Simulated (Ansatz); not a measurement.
Reaction (SMILES): OC=[OH+] -> O=C[OH2+]

Quantity: isomerisation energy (enthalpy at 298 K), in kcal/mol. Set-up: LANL2DZ all-electron up to Ne; 6-311+G** with 5d; spin-orbit terms left out; no dispersion term unless named; non-relativistic; 6-31G* and kin with 6d, 5d where marked; valence correlation only. Basis-set limits of correlation are two-point, X^-3; Hartree-Fock from the larger set. [CCSD(T)-MP2]/basis is that difference in the basis named. First-principles rows: single points at B3LYP-D3(BJ) geometries (Ansatz, a program for electronic structure), with unscaled harmonic terms from B3LYP/6-31G* at its own minima.

Coupled cluster (Ansatz) is a level with limits of its own, used here on species with T1 under 0.025 (0.045 for open shells) and stable references: RI-MP2/CBS(cc-pVTZ,cc-pVQZ)+[CCSD(T)-MP2]/cc-pVTZ.

Value to compare with, RI-MP2/CBS(cc-pVTZ,cc-pVQZ)+[CCSD(T)-MP2]/cc-pVTZ (Ansatz): 15.9 kcal/mol.

| level | program | isomerisation energy (enthalpy at 298 K) (kcal/mol) | difference |
|---|---|---|---|
| PBE/STO-3G | Ansatz | 9.1 | -6.8 |
| PBE/3-21G | Ansatz | 5.7 | -10.2 |
| PBE/LANL2DZ | Ansatz | 6.5 | -9.4 |
| PBE/6-31G* | Ansatz | 16.5 | 0.6 |
| PBE/def2-SVP | Ansatz | 17.1 | 1.2 |
| PBE/6-311+G** | Ansatz | 13.4 | -2.5 |
| PBE/def2-TZVPD | Ansatz | 16.0 | 0.1 |

Among the 6 habitual levels, PBE/3-21G lies farthest from RI-MP2/CBS(cc-pVTZ,cc-pVQZ)+[CCSD(T)-MP2]/cc-pVTZ (Ansatz) (-10.2 kcal/mol); 2 of 6 lie above it, and their mean absolute difference is 5.1 kcal/mol, the median 4.7. One case shows no general order.

The sets are all those run for this method; runs whose electronic state is in doubt are left out.
